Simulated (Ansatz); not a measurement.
Ideal-gas functions of Al2H5N, SMILES `[AlH2][NH][AlH2]` at 600 K and 1 bar, from an Ansatz frequency run at PBE0-D4/def2-TZVP.

Molar mass 73.01 g/mol, point group C2v (symmetry number 2), electronic degeneracy 1, moments of inertia 16.365, 163.472, 179.838 u Å². Harmonic wavenumbers (cm⁻¹, unscaled): 149, 150, 198, 448, 520, 599, 615, 632, 697, 761, 799, 893, 1043, 1923, 1931, 1938, 1947, 3573.

Use S(trans) = R[1.5 ln M + 2.5 ln T − 1.1517]; rotational temperatures θ = 24.2544 K / I; S(rot) = R[ln(√π/σ · √(T³/θAθBθC)) + 1.5]; for each mode x = 1.438777 ν̃/T, S = R[x/(eˣ − 1) − ln(1 − e⁻ˣ)] and H = RT x/(eˣ − 1); 1 cm⁻¹ = 0.0119627 kJ/mol; R = 8.31446 J/(mol·K).

Question: By hand: the entropy, in J/(mol·K).

Answer: Translation 176.9. Rotation: θ = 1.4821, 0.1484, 0.1349 K, giving 105.9. Vibration, mode by mode: 16.92, 16.86, 14.59, 8.11, 7.00, 5.98, 5.80, 5.61, 4.95, 4.38, 4.07, 3.41, 2.57, 0.47, 0.46, 0.45, 0.45, 0.02, in all 102.1. Electronic 0.0. Sum 384.9 J/(mol·K).

Question: By hand: H − E and G − E in kJ/mol, counted from the electronic energy.

Answer: Zero-point energy ½ × 18816 × 0.0119627 = 112.5; thermal vibration 32.8; translation, rotation and pV give 4 RT = 20.0. H − E = 165.3 kJ/mol, and G − E = 165.3 − 600 × 384.9/1000 = -65.6 kJ/mol.

Vibration gives 27 % of the entropy, 16.9 J/(mol·K) of it from the mode under 150 cm⁻¹: soft modes count most, and the harmonic formula is weakest for them.
